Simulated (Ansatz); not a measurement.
C4H8Cl2 (`CC(Cl)CCCl`). The species carries charge 0 and has multiplicity 1.

Z-matrix (Å, degrees):
```
C
C 1 1.510
H 1 1.092 2 110.6
H 1 1.094 2 109.6 3 119.6
H 1 1.090 2 111.0 3 -120.5
Cl 2 1.804 1 109.1 3 63.6
C 2 1.516 1 112.6 3 -58.8
H 2 1.092 1 110.3 3 177.7
C 7 1.511 2 113.4 1 -176.0
H 7 1.093 2 109.5 1 60.9
H 7 1.095 2 107.6 1 -55.2
Cl 9 1.783 7 110.8 2 176.9
H 9 1.088 7 111.6 2 -63.9
H 9 1.091 7 111.5 2 58.1
```

**Question.** Give the diagnostics of a CCSD(T)/def2-TZVPP run (frozen core, the Gaussian-basis code of Ansatz). (Estimate.)

**Answer.** Computed: T1 = 0.0089, largest single amplitude 0.008, largest double 0.019, (T) share of the correlation energy 4.1 %, 8 CCSD cycles. The RHF solution is stable towards an unrestricted one. T1 lies under the customary mark of 0.02 for closed shells.
